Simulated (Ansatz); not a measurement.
System: rock-salt SnTe (cubic form, which distorts at low temperature). Method: HSE06 (Ansatz, an electronic-structure program, PAW).

The same calculation (at the measured cell, 31.495 Å³/atom) with different numerical settings:

| run | k mesh | gap on the mesh (eV) | total energy (eV/atom) |
|---|---|---|---|
| 1 | 4×4×4 | 0.159 | -6506.6096 |
| 2 | 6×6×6 | 0.152 | -6506.6147 |
| 3 | 8×8×8 | 0.157 | -6506.6157 |
| 4 | 10×10×10 | 0.157 | -6506.6169 |
| 5 | 12×12×12 | 0.157 | -6506.6173 |

In the column total energy (eV/atom) the first row differs from the last by +0.0077 and the next to last by +0.0004.

The last row is no converged limit: other settings stay fixed.

Spin–orbit coupling is not included.

Note: symmetry holds this phase in the static calculation, where it need not be a minimum.
